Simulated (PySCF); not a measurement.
# r2SCAN/6-31G(d) (spherical functions) run of C2H4Cl2 (SMILES ClCCCl)

What is the vertical ionisation energy of C2H4Cl2 at r2SCAN/6-31G* (spherical functions)? 

The results are computed with PySCF 2.14.0.

2 further runs of the same task are left out: 2 set aside as unsound or not needed.

## Step 1: The molecule

C2H4Cl2 has 8 atoms, charge 0, and is taken as a singlet. SMILES: `ClCCCl`. The shape is that of a PBE0-D4/def2-TZVP optimisation. This is one conformer, not always the lowest.

Bond lengths: Cl1–C2 1.776 Å, C2–C3 1.504 Å, C3–Cl4 1.776 Å, C2–H5 1.091 Å, C2–H6 1.089 Å, C3–H7 1.091 Å, C3–H8 1.089 Å. Some angles: Cl1–C2–C3 112.5°, C2–C3–Cl4 112.5°, Cl1–C2–H5 107.0°, Cl1–C2–H6 107.4°, C3–C2–H5 109.3°, C3–C2–H6 111.2°, C2–C3–H7 109.3°, C2–C3–H8 111.2°, Cl4–C3–H7 107.0°, Cl4–C3–H8 107.4°.

## Step 2: A single-point energy at r2SCAN/6-31G(d) (spherical functions)

Input file geometry.xyz:

```xyz
8

Cl    -2.043530     0.146710    -0.469250
C     -0.462920     0.562090     0.226000
C      0.627600    -0.371560    -0.222240
Cl     0.432340    -2.010930     0.432390
H     -0.226170     1.575680    -0.101920
H     -0.570340     0.551100     1.309740
H      1.589520     0.001780     0.133100
H      0.653500    -0.454880    -1.307840
```

Input file calc.py:

```python
from pyscf import gto, dft

system = gto.M(
    atom='geometry.xyz',
    max_memory=1860,
    basis='6-31g*',
    verbose=3,
)

ks = dft.RKS(system, xc='r2scan')
ks.conv_tol = 1e-10
ks.grids.level = 5
ks.kernel()
if not ks.converged:
    ks = ks.newton().run(ks.mo_coeff, ks.mo_occ)

e_final = ks.e_tot
print('E(%s) = %.9f' % ('R2SCAN', e_final))
```

Command:

```
$ OMP_NUM_THREADS=1 python calc.py
```

What it wrote:

```text
converged SCF energy = -998.867304869885
E(R2SCAN) = -998.867304870
```

Wall time 23 s (1 thread of Arm Neoverse V2, shared host); peak memory 0.38 GiB.

## Step 3: The doublet cation, same level

Input file input.xyz:

```xyz
8

Cl    -2.043530     0.146710    -0.469250
C     -0.462920     0.562090     0.226000
C      0.627600    -0.371560    -0.222240
Cl     0.432340    -2.010930     0.432390
H     -0.226170     1.575680    -0.101920
H     -0.570340     0.551100     1.309740
H      1.589520     0.001780     0.133100
H      0.653500    -0.454880    -1.307840
```

Input file input.py:

```python
from pyscf import gto, dft

mol = gto.M(
    atom='input.xyz',
    charge=1,
    max_memory=1860,
    spin=1,
    basis='6-31g*',
    verbose=3,
)

mf = dft.UKS(mol, xc='r2scan')
mf.grids.level = 5
mf.conv_tol = 1e-10
mf.kernel()
if not mf.converged:
    mf = mf.newton().run(mf.mo_coeff, mf.mo_occ)

e_final = mf.e_tot
print('Final energy', e_final)
```

Command:

```
$ OMP_NUM_THREADS=1 python input.py
```

What it wrote:

```text
SCF not converged.
SCF energy = -998.483204747734 after 50 cycles  <S^2> = 0.75206193  2S+1 = 2.0020609
converged SCF energy = -998.483204748805  <S^2> = 0.75206193  2S+1 = 2.0020609
Final energy -998.4832047488052
```

Run time: 1.8 min. Hardware: 1 thread of Arm Neoverse V2, shared host; peak memory 0.81 GiB.

## Step 4: Results

At r2SCAN/6-31G* (spherical functions):

```
                                          quantity          value
                     singlet C2H4Cl2: total energy  -998.86730 Eh
                    singlet C2H4Cl2: dipole moment         2.93 D
                      singlet C2H4Cl2: HOMO energy       -7.33 eV
                      singlet C2H4Cl2: LUMO energy       -0.22 eV
                    singlet C2H4Cl2: HOMO–LUMO gap        7.12 eV
                      doublet cation: total energy  -998.48320 Eh
doublet cation: HOMO energy (highest over α and β)      -13.71 eV
 doublet cation: LUMO energy (lowest over α and β)      -13.53 eV
                              doublet cation: ⟨S²⟩          0.752
vertical ionisation energy (to the doublet cation)      10.452 eV
```

In words: The vertical ionisation energy comes to 10.45 eV (1008 kJ/mol). −ε(HOMO) before ionisation, 7.33 eV, is 3.12 eV below this ionisation energy. Mulliken charges (singlet C2H4Cl2) run from -0.43 on C2 to +0.24 on H6. Mulliken charges (doublet cation) run from -0.50 on C2 to +0.35 on Cl1; they depend strongly on the basis.
